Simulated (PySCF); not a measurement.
trimethylamine cation (C3H9N), SMILES CN(C)C (connectivity only; charge and spin as stated), charge +1, multiplicity 2. Atoms are numbered in the order given.

```xyz
13

C     -1.3771    -0.4330     0.0000
N      0.0000     0.0000     0.0000
C      0.3135     1.4091     0.0000
C      1.0636    -0.9761     0.0000
H     -1.5591    -1.0641    -0.8894
H     -2.0556     0.4279     0.0000
H     -1.5591    -1.0641     0.8894
H     -0.1419     1.8823    -0.8894
H      1.3983     1.5663     0.0000
H     -0.1419     1.8823     0.8894
H      1.7011    -0.8182    -0.8894
H      1.7011    -0.8182     0.8894
H      0.6573    -1.9941     0.0000
```
Charge +1, spin multiplicity 2.

Geometry: B3LYP-D3(BJ)/def2-SVP. The spin state was assumed, not searched.

The numbers are results of TDA-M06-2X/def2-SVPD run with PySCF, not measurements.

Vertical excitations; the highest root listed may be one member of a degenerate set. Gas-phase values at a fixed geometry.

Computed lowest excited states:
| state | energy (eV) | λ (nm) | f | main pairs |
|---|---|---|---|---|
| root 1 | 5.25 | 236 | 0.000 | β HOMO−2→LUMO (degenerate set) |
| root 2 | 5.25 | 236 | 0.000 | β HOMO−1→LUMO (degenerate set) |
| root 3 | 5.72 | 217 | 0.005 | β HOMO→LUMO 100 % |
| root 4 | 6.29 | 197 | 0.123 | β HOMO−3→LUMO (degenerate set) |
| root 5 | 6.29 | 197 | 0.123 | β HOMO−4→LUMO (degenerate set) |
| root 6 | 7.82 | 158 | 0.000 | β HOMO−5→LUMO 95 % |
| root 7 | 8.14 | 152 | 0.000 | β HOMO−6→LUMO, β HOMO−7→LUMO (degenerate set) |
| root 8 | 8.14 | 152 | 0.000 | β HOMO−7→LUMO, β HOMO−6→LUMO (degenerate set) |
| root 9 | 8.39 | 148 | 0.028 | α HOMO→LUMO 83 %, α HOMO→LUMO+3 14 % |
| root 10 | 9.41 | 132 | 0.024 | α HOMO→LUMO+3 73 %, α HOMO→LUMO 12 % |
Unrestricted roots are not spin-pure.
